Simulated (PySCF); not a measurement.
Point groups of optimised structures. Method: PySCF, PBE0-D3(BJ)/def2-SVP geometry optimisation, gas phase. The symmetry is that of the one conformer found, every atom within 0.08 Å of its image; none is proved a minimum here. The geometries of the anions come from a basis without diffuse functions.

**Question.** Point group, rotor type and polarity of `[NH3+:1][GaH2-:2][F:3]`?

**Answer.** Cs; asymmetric top; symmetry number 1; 2 operations, which sort the 8 atoms into 6 sets; dipole 5.69 D, in the ab plane, which is the mirror; heavy atoms equivalent by symmetry: none.

**Question.** What symmetry has `[Li][Br]` (lithium bromide)?

**Answer.** C∞v; linear; symmetry number 1; dipole 6.93 D, along the axis.

**Question.** Point group, rotor type and polarity of [GeH3]- (`[GeH3-]`)?

**Answer.** C3v; oblate symmetric top; symmetry number 3; 6 operations, which sort the 4 atoms into 2 sets; dipole about the centre of mass 0.65 D, along the axis.

**Question.** Point group, rotor type and polarity of `FBr` (bromine monofluoride)?

**Answer.** C∞v; linear; symmetry number 1; dipole 1.58 D, along the axis.

**Question.** What symmetry has `[O:1]=[c:2]1[cH:3][cH:4][c:5]2[cH:6][cH:7][cH:8][cH:9][c:10]2[o:11]1`?

**Answer.** Cs; asymmetric top; symmetry number 1; 2 operations, which sort the 17 atoms into 17 sets; dipole 4.69 D, in the ab plane, which is the mirror; A, B, C = 2844, 886.8, 676.1 MHz; heavy atoms equivalent by symmetry: none.

**Question.** Point group, rotor type and polarity of `[Ga][Br]` [singlet]?

**Answer.** C∞v; linear; symmetry number 1; dipole 2.23 D, along the axis.

**Question.** Point group, rotor type and polarity of silanethione, `[SiH2]=S`?

**Answer.** C2v; near-prolate asymmetric top; symmetry number 2; 4 operations, which sort the 4 atoms into 3 sets; dipole 2.61 D, along a, the twofold axis; A, B, C = 167935, 7939, 7581 MHz.
